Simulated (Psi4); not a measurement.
# C2H6Si (SMILES CC[SiH]): B3LYP/6-31G(d) (spherical functions)

What is the energy change on altering one bond length of C2H6Si at B3LYP/6-31G* (spherical functions)? 

Program for the calculation: Psi4 1.11.

## Step 1: The structure to begin with

C2H6Si: 9 atoms, total charge 0, spin state singlet. As SMILES, `CC[SiH]`. The shape is that of a PBE0-D4/def2-TZVP optimisation. This is one conformer, not always the lowest.

Bond lengths: C1–C2 1.523 Å, C2–Si3 1.891 Å, C1–H4 1.094 Å, C1–H5 1.093 Å, C1–H6 1.092 Å, C2–H7 1.095 Å, C2–H8 1.111 Å, Si3–H9 1.532 Å. Some angles: C1–C2–Si3 121.0°, C1–C2–H7 111.7°, C1–C2–H8 109.8°, Si3–C2–H7 110.3°, Si3–C2–H8 97.9°, C2–C1–H4 112.0°, C2–C1–H5 111.1°, C2–C1–H6 111.0°, C2–Si3–H9 94.7°, H7–C2–H8 104.1°.

## Step 2: Energy and gradient at B3LYP/6-31G(d) (spherical functions)

Input file job.in:

```
memory 2200 MB

molecule {
  0 1
  C     -0.593600     0.495600    -0.562700
  C      0.423400    -0.563800    -0.158900
  Si     1.475100    -0.358700     1.398700
  H     -1.208900     0.173100    -1.407700
  H     -0.098000     1.423000    -0.860500
  H     -1.258400     0.736300     0.269500
  H      1.051000    -0.864800    -1.004300
  H     -0.103000    -1.497700     0.133400
  H      0.401100     0.410600     2.175300
  symmetry c1
}

set globals {
  basis 6-31G*
  puream true
  e_convergence 1e-09
  d_convergence 1e-08
  scf_type pk
  dft_radial_points 99
  dft_spherical_points 590
}

result, w = gradient('b3lyp', return_wfn=True)
oeprop(w, 'MULLIKEN_CHARGES', 'QUADRUPOLE', 'DIPOLE', title='B3LYP')
```

Launch:

```
$ psi4 -n 1 job.in job.out
```

job.out:

```text
[...]
  Running in c1 symmetry.
[...]
  Nuclear repulsion =   95.800476581944153
[...]
  Multiplicity = 1
[...]
  Nalpha       = 16
  Nbeta        = 16
[...]
    Number of basis functions: 58
[...]
   @RKS iter   1:  -368.96044591370139   -3.18933e-01   1.24186e-02 DIIS/ADIIS
[...]
   @RKS iter  12:  -369.24814904380088   -2.84217e-13   3.86251e-09 DIIS
[...]
    Orbital Energies [Eh]
    ---------------------
    Doubly Occupied:
       1A    -66.121155     2A    -10.172375     3A    -10.169854
       4A     -5.278849     5A     -3.642524     6A     -3.634470
       7A     -3.631153     8A     -0.758192     9A     -0.625648
      10A     -0.480871    11A     -0.442630    12A     -0.403619
      13A     -0.376661    14A     -0.352913    15A     -0.295336
      16A     -0.218071
[...]
  @RKS Final Energy:  -369.24814904380088
   => Energetics <=
    Nuclear Repulsion Energy =             95.8004765819441531
    One-Electron Energy =                -697.2639147559405046
    Two-Electron Energy =                 259.6594407848234596
    DFT Exchange-Correlation Energy =     -27.4441516546280262
    Empirical Dispersion Energy =           0.0000000000000000
    VV10 Nonlocal Energy =                  0.0000000000000000
    Total Energy =                       -369.2481490438008791
[...]
  -Total Gradient:
     Atom            X                  Y                   Z
    ------   -----------------  -----------------  -----------------
       1        0.002657141797    -0.002548103745     0.001083523223
       2       -0.001300892788     0.004113334974     0.001550319928
       3       -0.005355700772    -0.000681372127    -0.005662875811
       4        0.001547373924     0.000526345977     0.001955295480
       5       -0.000892666364    -0.002180528636     0.000885919174
       6        0.001715864045    -0.000580672889    -0.001369601523
       7       -0.000644735836     0.000435105082     0.001980645756
       8        0.001627086369     0.001513518596     0.000592333582
       9        0.000646582507    -0.000599081780    -0.001014951420
[...]
 Multipole Moments:
 ------------------------------------------------------------------------------------
     Multipole            Electronic (a.u.)      Nuclear  (a.u.)        Total (a.u.)
 ------------------------------------------------------------------------------------
 L = 1.  Multiply by 2.5417464519 to convert [e a0] to [Debye]
 Dipole X            :          4.4457583           -4.8060404           -0.3602821
 Dipole Y            :         -1.3567404            1.3678035            0.0110630
 Dipole Z            :          3.1550732           -3.5177048           -0.3626316
 Magnitude           :                                                    0.5112996
 L = 2.  Multiply by 1.3450342976 to convert [e a0^2] to [Debye ang]
 Quadrupole XX       :       -121.4562916           98.5234589          -22.9328326
 Quadrupole XY       :         36.0733462          -34.3592396            1.7141067
[...]
  Mulliken Charges: (a.u.)
   Center  Symbol    Alpha    Beta     Spin     Total
       1     C     3.21276  3.21276  0.00000 -0.42553
       2     C     3.24853  3.24853  0.00000 -0.49706
       3    SI     6.86091  6.86091  0.00000  0.27819
       4     H     0.42768  0.42768  0.00000  0.14464
       5     H     0.42635  0.42635  0.00000  0.14730
       6     H     0.42264  0.42264  0.00000  0.15472
       7     H     0.41804  0.41804  0.00000  0.16392
       8     H     0.42258  0.42258  0.00000  0.15485
       9     H     0.56051  0.56051  0.00000 -0.12103
   Total alpha = 16.00000, Total beta = 16.00000, Total charge =  0.00000
[...]
```

Wall time 11 s (1 thread of Intel Xeon 6975P-C (Granite Rapids), shared host); peak memory 1 GiB.

## Step 3: The distorted shape

Input file job.dat:

```
memory 2200 MB

molecule molecule1 {
  0 1
  C
  C 1 r2
  Si 2 r3 1 a3
  H 1 r4 2 a4 3 d4
  H 1 r5 4 a5 2 d5
  H 1 r6 5 a6 4 d6
  H 2 r7 1 a7 6 d7
  H 2 r8 7 a8 1 d8
  H 3 r9 2 a9 7 d9

  r2 = 1.523047
  r3 = 2.4577
  a3 = 120.95916
  r4 = 1.093904
  a4 = 112.04433
  d4 = -172.59995
  r5 = 1.092875
  a5 = 107.14328
  d5 = 122.07413
  r6 = 1.091995
  a6 = 107.25916
  d6 = -115.90627
  r7 = 1.095073
  a7 = 111.66655
  d7 = 176.02015
  r8 = 1.111173
  a8 = 104.09712
  d8 = 118.34492
  r9 = 1.532451
  a9 = 94.70986
  d9 = 164.89205
  symmetry c1
  no_reorient
  no_com
}

set basis 6-31G*
set puream true
set e_convergence 1e-09
set d_convergence 1e-08
set scf_type pk
set dft_radial_points 99
set dft_spherical_points 590

gradient('b3lyp')
```

Launch:

```
$ psi4 -i job.dat -o job.out -n 1
```

job.out:

```text
[...]
  Running in c1 symmetry.
[...]
  Nuclear repulsion =   85.783080337855580
[...]
  Multiplicity = 1
[...]
  Nalpha       = 16
  Nbeta        = 16
[...]
    Number of basis functions: 58
[...]
   @RKS iter   1:  -368.88440565028429   -5.35596e-01   1.28426e-02 DIIS/ADIIS
[...]
   @RKS iter  13:  -369.20983846271275   -1.36424e-12   3.17147e-09 DIIS
[...]
    Orbital Energies [Eh]
    ---------------------
    Doubly Occupied:
       1A    -66.153208     2A    -10.178231     3A    -10.163201
       4A     -5.306481     5A     -3.669918     6A     -3.661954
       7A     -3.659375     8A     -0.736074     9A     -0.592924
      10A     -0.478351    11A     -0.424905    12A     -0.401341
      13A     -0.358519    14A     -0.333490    15A     -0.278824
      16A     -0.216121
[...]
  @RKS Final Energy:  -369.20983846271275
   => Energetics <=
    Nuclear Repulsion Energy =             85.7830803378555800
    One-Electron Energy =                -677.1929784374649444
    Two-Electron Energy =                 249.5577586632345231
    DFT Exchange-Correlation Energy =     -27.3576990263379507
    Empirical Dispersion Energy =           0.0000000000000000
    VV10 Nonlocal Energy =                  0.0000000000000000
    Total Energy =                       -369.2098384627128098
[...]
 Multipole Moments:
 ------------------------------------------------------------------------------------
     Multipole            Electronic (a.u.)      Nuclear  (a.u.)        Total (a.u.)
 ------------------------------------------------------------------------------------
 L = 1.  Multiply by 2.5417464519 to convert [e a0] to [Debye]
 Dipole X            :         -0.7593504            0.8462946            0.0869441
 Dipole Y            :         -4.1844761            4.1741784           -0.0102977
 Dipole Z            :          5.5293020           -5.6362959           -0.1069939
 Magnitude           :                                                    0.1382498
[...]
  -Total Gradient:
     Atom            X                  Y                   Z
    ------   -----------------  -----------------  -----------------
       1        0.003213712549     0.012328149281    -0.004260290149
       2       -0.014574943028     0.021510045867    -0.024412985588
       3        0.003894103524    -0.041833498485     0.023649010801
       4       -0.001081054780    -0.003970009968    -0.000293922447
       5        0.002102222365     0.000509428741     0.002283800788
       6       -0.001972895421     0.000478171019     0.002366254918
       7        0.005149485136     0.007632576790    -0.003072571779
       8        0.003633806564     0.005389705489     0.001276493033
       9       -0.000364987180    -0.002043587363     0.002463752963
[...]
```

Wall time 11 s (1 thread of Intel Xeon 6975P-C (Granite Rapids), shared host); peak memory 1 GiB.

## Step 4: What came out

At B3LYP/6-31G* (spherical functions):

```
                                                          quantity          value
                                         first shape: total energy  -369.24815 Eh
                                        first shape: dipole moment         1.30 D
                                          first shape: HOMO energy       -5.93 eV
                                          first shape: LUMO energy       -2.56 eV
                                        first shape: HOMO–LUMO gap        3.37 eV
                             first shape: largest force on an atom     0.402 eV/Å
                                     distorted shape: total energy  -369.20984 Eh
                                    distorted shape: dipole moment         0.35 D
                                      distorted shape: HOMO energy       -5.88 eV
                                      distorted shape: LUMO energy       -3.07 eV
                                    distorted shape: HOMO–LUMO gap        2.81 eV
                         distorted shape: largest force on an atom     2.479 eV/Å
energy change with the C2–Si3 bond stretched from 1.891 to 2.458 Å       1.042 eV
```

With the C2–Si3 bond stretched from 1.891 to 2.458 Å the energy rises by 1.04 eV (24 kcal/mol). The first shape isn't relaxed at this level, so the change isn't measured from a minimum. The largest force (first shape) is 0.40 eV/Å: the shape isn't a stationary point for this species at this level. Mulliken charges (first shape) run from -0.50 on C2 to +0.28 on Si3.
